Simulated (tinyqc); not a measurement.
Inside a calculation. Method: UHF in the sto-3g basis, for BH, spin multiplicity 3. This run ends on a higher stationary point, not on the lowest solution. One step of it, computed by the program tinyqc.

Problem. Iteration 2: building the Fock matrix. J_ij = sum D_kl (ij|kl) with D = D(alpha) + D(beta), K_ij = sum D_kl (ik|jl) for each spin; F = H + J - K(s); E = tr D H + tr D J / 2 - 0.5 sum_s tr D(s) K(s) + E_nn.

D(alpha) after iteration 1, order 1B 1s, 1B 2s, 1B 2px, 1B 2py, 1B 2pz, 2H 1s:
```
[[0.987638, 0.008479, 0.000000, 0.000000, -0.038929, -0.082004],
 [0.008479, 0.094001, 0.000000, 0.000000, 0.110357, 0.233993],
 [0.000000, 0.000000, 1.000000, 0.000000, 0.000000, 0.000000],
 [0.000000, 0.000000, 0.000000, 1.000000, 0.000000, 0.000000],
 [-0.038929, 0.110357, 0.000000, 0.000000, 0.131979, 0.279813],
 [-0.082004, 0.233993, 0.000000, 0.000000, 0.279813, 0.593240]]
```

D(beta) after iteration 1, order 1B 1s, 1B 2s, 1B 2px, 1B 2py, 1B 2pz, 2H 1s:
```
[[0.986188, 0.020074, 0.000000, 0.000000, -0.022634, -0.055011],
 [0.020074, 0.032577, 0.000000, 0.000000, 0.058274, 0.148897],
 [0.000000, 0.000000, 0.000000, 0.000000, 0.000000, 0.000000],
 [0.000000, 0.000000, 0.000000, 0.000000, 0.000000, 0.000000],
 [-0.022634, 0.058274, 0.000000, 0.000000, 0.107762, 0.275175],
 [-0.055011, 0.148897, 0.000000, 0.000000, 0.275175, 0.702682]]
```

core Hamiltonian H = T + V (hartree), order 1B 1s, 1B 2s, 1B 2px, 1B 2py, 1B 2pz, 2H 1s:
```
[[-12.584358, -3.258236, 0.000000, 0.000000, -0.006513, -0.129408],
 [-3.258236, -3.675506, 0.000000, 0.000000, -0.066176, -0.468943],
 [0.000000, 0.000000, -2.868647, 0.000000, 0.000000, 0.000000],
 [0.000000, 0.000000, 0.000000, -2.868647, 0.000000, 0.000000],
 [-0.006513, -0.066176, 0.000000, 0.000000, -2.904198, -0.534937],
 [-0.129408, -0.468943, 0.000000, 0.000000, -0.534937, -1.782474]]
```

Two-electron integrals (ij|kl) in chemists' order, unique and non-zero (hartree):
```
(11|11) 2.923513   (21|11) 0.518376   (21|21) 0.109262   (22|11) 0.744229
(22|21) 0.193177   (22|22) 0.544804   (31|31) 0.020264   (32|31) 0.029996
(32|32) 0.120346   (33|11) 0.742491   (33|21) 0.193240   (33|22) 0.544682
(33|33) 0.586773   (41|41) 0.020264   (42|41) 0.029996   (42|42) 0.120346
(43|43) 0.031630   (44|11) 0.742491   (44|21) 0.193240   (44|22) 0.544682
(44|33) 0.523513   (44|44) 0.586773   (51|51) 0.020264   (52|51) 0.029996
(52|52) 0.120346   (53|53) 0.031630   (54|54) 0.031630   (55|11) 0.742491
(55|21) 0.193240   (55|22) 0.544682   (55|33) 0.523513   (55|44) 0.523513
(55|55) 0.586773   (61|11) 0.020121   (61|21) 0.004232   (61|22) 0.007528
(61|33) 0.007497   (61|44) 0.007497   (61|51) 0.000321   (61|52) 0.000594
(61|55) 0.007593   (61|61) 0.000169   (62|11) 0.073231   (62|21) 0.019446
(62|22) 0.063909   (62|33) 0.061951   (62|44) 0.061951   (62|51) 0.002092
(62|52) 0.014796   (62|55) 0.067752   (62|61) 0.000808   (62|62) 0.013067
(63|31) 0.001526   (63|32) 0.007979   (63|53) 0.002501   (63|63) 0.001077
(64|41) 0.001526   (64|42) 0.007979   (64|54) 0.002501   (64|64) 0.001077
(65|11) 0.082426   (65|21) 0.022094   (65|22) 0.075990   (65|33) 0.072445
(65|44) 0.072445   (65|51) 0.003363   (65|52) 0.022783   (65|55) 0.082987
(65|61) 0.000941   (65|62) 0.017778   (65|65) 0.024784   (66|11) 0.263162
(66|21) 0.070864   (66|22) 0.261561   (66|33) 0.250755   (66|44) 0.250755
(66|51) 0.006473   (66|52) 0.063850   (66|55) 0.282878   (66|61) 0.002928
(66|62) 0.078527   (66|65) 0.114806   (66|66) 0.774606
```

nuclear repulsion = 1.31636122 hartree

Give: Coulomb J; exchange K(alpha); exchange K(beta); F(alpha); F(beta); total energy of this density.

Solution.

Coulomb J (hartree), order 1B 1s, 1B 2s, 1B 2px, 1B 2py, 1B 2pz, 2H 1s:
```
[[8.0404, 1.6168, 0.0000, 0.0000, 0.0213, 0.0633],
 [1.6168, 3.2391, 0.0000, 0.0000, 0.1561, 0.4299],
 [0.0000, 0.0000, 3.2321, 0.0000, 0.0000, 0.0000],
 [0.0000, 0.0000, 0.0000, 3.2321, 0.0000, 0.0000],
 [0.0213, 0.1561, 0.0000, 0.0000, 3.2417, 0.5353],
 [0.0633, 0.4299, 0.0000, 0.0000, 0.5353, 2.3372]]
```

exchange K(alpha) (hartree), order 1B 1s, 1B 2s, 1B 2px, 1B 2py, 1B 2pz, 2H 1s:
```
[[2.9486, 0.6025, 0.0000, 0.0000, -0.0029, 0.0243],
 [0.6025, 0.4617, 0.0000, 0.0000, 0.1198, 0.1663],
 [0.0000, 0.0000, 0.6599, 0.0000, 0.0000, 0.0000],
 [0.0000, 0.0000, 0.0000, 0.6599, 0.0000, 0.0000],
 [-0.0029, 0.1198, 0.0000, 0.0000, 0.2438, 0.1999],
 [0.0243, 0.1663, 0.0000, 0.0000, 0.1999, 0.5707]]
```

exchange K(beta) (hartree), order 1B 1s, 1B 2s, 1B 2px, 1B 2py, 1B 2pz, 2H 1s:
```
[[2.9090, 0.5389, 0.0000, 0.0000, -0.0018, 0.0222],
 [0.5389, 0.1804, 0.0000, 0.0000, 0.0833, 0.1286],
 [0.0000, 0.0000, 0.0329, 0.0000, 0.0000, 0.0000],
 [0.0000, 0.0000, 0.0000, 0.0329, 0.0000, 0.0000],
 [-0.0018, 0.0833, 0.0000, 0.0000, 0.1578, 0.1919],
 [0.0222, 0.1286, 0.0000, 0.0000, 0.1919, 0.6359]]
```

F(alpha) (hartree), order 1B 1s, 1B 2s, 1B 2px, 1B 2py, 1B 2pz, 2H 1s:
```
[[-7.4926, -2.2440, 0.0000, 0.0000, 0.0177, -0.0904],
 [-2.2440, -0.8981, 0.0000, 0.0000, -0.0299, -0.2054],
 [0.0000, 0.0000, -0.2965, 0.0000, 0.0000, 0.0000],
 [0.0000, 0.0000, 0.0000, -0.2965, 0.0000, 0.0000],
 [0.0177, -0.0299, 0.0000, 0.0000, 0.0937, -0.1996],
 [-0.0904, -0.2054, 0.0000, 0.0000, -0.1996, -0.0160]]
```

F(beta) (hartree), order 1B 1s, 1B 2s, 1B 2px, 1B 2py, 1B 2pz, 2H 1s:
```
[[-7.4530, -2.1804, 0.0000, 0.0000, 0.0165, -0.0883],
 [-2.1804, -0.6168, 0.0000, 0.0000, 0.0066, -0.1677],
 [0.0000, 0.0000, 0.3306, 0.0000, 0.0000, 0.0000],
 [0.0000, 0.0000, 0.0000, 0.3306, 0.0000, 0.0000],
 [0.0165, 0.0066, 0.0000, 0.0000, 0.1797, -0.1916],
 [-0.0883, -0.1677, 0.0000, 0.0000, -0.1916, -0.0811]]
```

total energy of this density = -24.247370 hartree
